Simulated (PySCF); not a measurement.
BCl⁺: from constants to spectrum

UHF-CCSD(T) constants of BCl⁺, ²Σ⁺ (doublet), unpaired electrons σ ↑ (PySCF, no relativity, basis sets B 6-31G(d,p), Cl 6-31G(d,p); masses 11.0093 and 34.9689 u):

| Item | Value |
| --- | --- |
| ωe | 1169.9 cm⁻¹ |
| ωexe | 6.97 cm⁻¹ |
| Be | 0.78374 cm⁻¹ |
| αe | 0.00611 cm⁻¹ |
| De to B⁺ + Cl | 3.24 eV |

Task: What force constant and bond length do these constants imply?

Result: Reduced mass μred = 8.3732 u; k = 5.8918×10⁻⁷·μred·ωe² (u, cm⁻¹, mdyn/Å) = 6.75 mdyn/Å; Re = √(16.8576/(μred·Be)) (u, cm⁻¹, Å) = 1.603 Å.

Task: Estimate the centrifugal constant D from the Kratzer relation and find the Dunham coefficient a1.

Result: D = 4Be³/ωe² = 1.41e-06 cm⁻¹; a1 = −1 − αeωe/(6Be²) = -2.94.

Correlated steps freeze 6 core orbitals. Correlated levels converge slowly with the basis: in double zeta they bind strong bonds too weakly, by up to about 1 eV, and carry superposition errors of some tenths. For an ion De counts to the pair picked by the measured ionisation energies or electron affinities, which need not be the lowest pair at this level. The state is the lowest determinant that a PBE0 search found; another state may lie lower at other levels.
